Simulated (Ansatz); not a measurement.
Relaxation of CH$_{7}$ClSi (10 atoms, charge 0, multiplicity 1), to a largest force component of 0.03 eV/Å in at most 50 steps.

Level of theory: UKS B3LYP/def2-SVP in Ansatz 0.2.0.

```xyz
10
Properties=species:S:1:pos:R:3
Si -0.987 0.438 -0.072
Cl 0.596 -1.943 -1.982
H -0.867 0.924 -1.474
H -1.817 1.416 0.695
H -1.682 -0.879 -0.045
H 0.906 -1.392 -0.830
C 0.691 0.350 0.773
H 1.485 -0.227 0.269
H 0.583 -0.062 1.791
H 1.092 1.374 0.875
```

Task: Where does it end, and by what steps?

Result: The forces met the threshold. The force dipped under the threshold on the way, but the program's further checks kept it going. After 23 steps the energy has fallen by 0.200 eV; H6 moved furthest, 1.27 Å.

```tsv
step	energy less start (eV)	largest force component (eV/Å)	accepted
0	0.0000	0.664	yes
1	-0.0795	0.395	yes
2	-0.1177	0.240	yes
3	-0.1343	0.376	yes
4	-0.1481	0.585	yes
5	-0.0327	1.103	no
6	-0.1613	0.132	yes
7	-0.1670	0.129	yes
8	-0.1602	0.933	no
9	-0.1728	0.101	yes
10	-0.1775	0.081	yes
11	-0.1829	0.065	yes
12	-0.1851	0.083	yes
13	-0.1889	0.016	yes
14	-0.1477	0.968	no
15	-0.1903	0.093	yes
16	-0.1912	0.076	yes
17	-0.1920	0.180	yes
18	-0.1928	0.230	yes
19	-0.1962	0.014	yes
20	-0.1972	0.228	yes
21	-0.1982	0.225	yes
22	-0.1999	0.007	yes
23	-0.2001	0.014	yes
```

```xyz
10
Properties=species:S:1:pos:R:3
Si -0.958 0.505 0.019
Cl 1.222 -2.137 -1.949
H -0.921 1.097 -1.351
H -2.000 1.218 0.816
H -1.391 -0.924 -0.113
H 0.083 -2.218 -1.343
C 0.730 0.601 0.853
H 1.470 0.020 0.280
H 0.687 0.194 1.876
H 1.080 1.644 0.914
```

Whether the end is a true minimum wasn't checked by a vibrational analysis.

Time of the run: 61 s on 2 threads of Arm Neoverse V1, on a shared host, peak memory 0.22 GiB.
